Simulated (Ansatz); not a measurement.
# C₂H₃N, SMILES C#CN: the interaction energy of a dimer with the counterpoise correction

With Ansatz 0.2.0 through its Python package.

The cells in order, each with its output:

```python
import ansatz as az
```

```python
config = {
    'basis_set': 'cc-pVDZ',
    'functional': 'b3lyp',
    'dispersion': 'd3bj',
}
```

```python
FIRST = [
    ('C', (-1.1898, -0.5136, -0.7013)),
    ('C', (-0.2493, -0.1994, -0.1)),
    ('N', (0.93, 0.1349, 0.6347)),
    ('H', (-2.0455, -0.7068, -1.2598)),
    ('H', (1.7368, 0.4428, 0.0473)),
    ('H', (0.8178, 0.8423, 1.3791)),
]
SECOND = [
    ('C', (-2.5694, -2.999, -5.2841)),
    ('C', (-3.0542, -2.1267, -4.6936)),
    ('N', (-3.6584, -1.0236, -4.015)),
    ('H', (-2.1572, -3.8358, -5.7438)),
    ('H', (-4.7012, -1.0587, -3.9687)),
    ('H', (-3.3247, -0.8415, -3.0545)),
]
```

```python
def energy(atoms, ghosts=()):
    molecule = az.Crystal.molecule()
    for symbol, xyz in atoms:
        molecule = molecule.atom(symbol, xyz)
    calc = (
        molecule.calculation()
        .basis(gaussian=config['basis_set'])
        .functional(config['functional'], dispersion=config['dispersion'])
    )
    deck = calc.input()
    if ghosts:
        deck = deck.set(az.key.basis.gaussian.ghost_atoms, [{'symbol': s, 'position_ang': list(xyz)} for s, xyz in ghosts])
    return az.Session.from_dict(deck).plan().execute().report['free_energy_ev']
```

```python
both = energy(FIRST + SECOND)
alone = energy(FIRST) + energy(SECOND)
ghosted = energy(FIRST, SECOND) + energy(SECOND, FIRST)
print(f'dimer {both:.6f} eV')
print(f'interaction, uncorrected   {(both - alone):8.3f} eV')
print(f'interaction, counterpoise  {(both - ghosted):8.3f} eV')
print(f'basis-set superposition    {(alone - ghosted):8.3f} eV')
```

    dimer -7221.027369 eV
    interaction, uncorrected      0.009 eV
    interaction, counterpoise     0.018 eV
    basis-set superposition       0.009 eV

Uncorrected it is 0.009 eV, with the counterpoise correction 0.018 eV; the difference, 0.01 eV, is the superposition error. In this basis both values are repulsive.

Reading the output:
- Total energies depend on the basis set; only differences at equal settings carry meaning.
- The dimer is a generated trial pose of unrelaxed monomers, not a minimum, so the figure is no binding energy, and the basis set is small.
- b3lyp holds the VWN-RPA fit, as in Gaussian; the form of ORCA and Turbomole is b3lyp5.
- Timing: 7 s on 1 thread of AMD EPYC 7R43 64-Core Processor (Zen 3), with other jobs on the host, peak memory 0.27 GiB.
